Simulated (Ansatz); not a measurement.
Geometry optimisation, RKS r2SCAN-D4/STO-3G in Ansatz.

input.yaml

```yaml
crystal:
  periodic: [false, false, false]
  atoms:
    - { symbol: O, position_ang: [0.53006, 0.34258, 0.93304] }
    - { symbol: Si, position_ang: [0.42093, 0.27125, -0.74898] }
    - { symbol: S, position_ang: [0.05503, -1.32823, 0.76803] }
    - { symbol: H, position_ang: [-0.77572, -2.42941, 0.80885] }
total_charge: -1
basis:
  gaussian: { orbitals: STO-3G }
hamiltonian:
  xc: r2scan
  dispersion: d4
relax:
  f_tol: 0.02
  max_steps: 50
output:
  orbitals: {}
```

Command:

```bash
$ ansatz run input.yaml --threads 1 --pin off --max-ram 2048MiB --backend cpu --events-out ev --progress --plain --runs-dir out
```

Task: Where does it end, and by what steps?

Result: The forces met the threshold. Limits of this set-up: minimal basis, an anion without diffuse functions, the dipole of an ion depends on the origin. After 11 steps the energy has fallen by 5.951 eV; O1 moved furthest, 0.92 Å. The start is strongly strained (largest force component 12 eV/Å), so its close contacts needn't be bonds. Parted: O1–S3.

```json
{"step": "0", "energy less start (eV)": "0.0000", "largest force component (eV/Å)": "12.077", "accepted": "yes"}
{"step": "1", "energy less start (eV)": "-2.7118", "largest force component (eV/Å)": "6.308", "accepted": "yes"}
{"step": "2", "energy less start (eV)": "-4.1377", "largest force component (eV/Å)": "3.053", "accepted": "yes"}
{"step": "3", "energy less start (eV)": "-4.9301", "largest force component (eV/Å)": "2.613", "accepted": "yes"}
{"step": "4", "energy less start (eV)": "-5.4585", "largest force component (eV/Å)": "1.337", "accepted": "yes"}
{"step": "5", "energy less start (eV)": "-5.7124", "largest force component (eV/Å)": "1.705", "accepted": "yes"}
{"step": "6", "energy less start (eV)": "-5.8727", "largest force component (eV/Å)": "1.028", "accepted": "yes"}
{"step": "7", "energy less start (eV)": "-5.8482", "largest force component (eV/Å)": "1.384", "accepted": "no"}
{"step": "8", "energy less start (eV)": "-5.9403", "largest force component (eV/Å)": "0.321", "accepted": "yes"}
{"step": "9", "energy less start (eV)": "-5.9484", "largest force component (eV/Å)": "0.109", "accepted": "yes"}
{"step": "10", "energy less start (eV)": "-5.9511", "largest force component (eV/Å)": "0.045", "accepted": "yes"}
{"step": "11", "energy less start (eV)": "-5.9512", "largest force component (eV/Å)": "0.004", "accepted": "yes"}
```

```xyz
4
Properties=species:S:1:pos:R:3
O 0.921 1.092 0.582
Si 0.319 -0.034 -0.355
S -0.268 -1.680 1.245
H -0.743 -2.521 0.289
```

Whether the end is a true minimum wasn't checked by a vibrational analysis.

Time of the run: 67 s on 1 thread of Intel(R) Xeon(R) Processor @ 2.50GHz (Skylake/Cascade Lake), with other jobs on the host, peak memory 0.13 GiB.
